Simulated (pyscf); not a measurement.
Optimised with ωB97X-D3(BJ)/def2-SVP in PySCF.

### Question
Estimate by transition-state theory (the high-pressure limit) the rate constant of H₃C–NH₂ (SMILES CN) + H₃C–In (SMILES [CH3][In]) [singlet] → H₃C–In(CH₃)–NH₂ (SMILES [CH3][In]([CH3])[NH2]) (singlet surface; C–N broken, C–In, In–N formed) at 1200 K, with ωB97M-D3(BJ)/def2-TZVP energies (ideal gas, 1 atm, RRHO with modes under 100 cm⁻¹ raised to 100, one conformer, R ln 2 for rigid chiral ones; no tunnelling).

### Answer
The electronic barrier is 61.3 kcal/mol and the thermal terms add +34.4, so ΔG‡ = 95.7 kcal/mol. With k_BT/h = 2.50e+13 s⁻¹ and RT = 2.385 kcal/mol, and a volume of 1.64e-19 cm³ per molecule at 1 atm, k = 1.5e-23 cm³ molecule⁻¹ s⁻¹. The product is born with the 77 kcal/mol of the reverse barrier and needs collisions to keep. Wigner's tunnelling factor for 626i cm⁻¹ would be 1.02. A shift of 1 kcal/mol in the barrier changes k by a factor 1.5. On the reactant side the descent ends in a bound adduct, 12.7 kcal/mol under the separated species and 73.2 kcal/mol under the saddle at ωB97X-D3(BJ)/def2-TZVP. From the product side, CH₃• + [H₃C–In–NH₂]• lies, by one bond made or cut, 9.5 kcal/mol under this saddle at ωB97M-D3(BJ). This is the saddle that the search found; another between the same sides may lie lower. A restricted solution here is unstable towards spin polarisation, so biradical character is likely and single-reference numbers are less safe. Elements past Kr carry the def2 core potentials, without spin-orbit coupling.
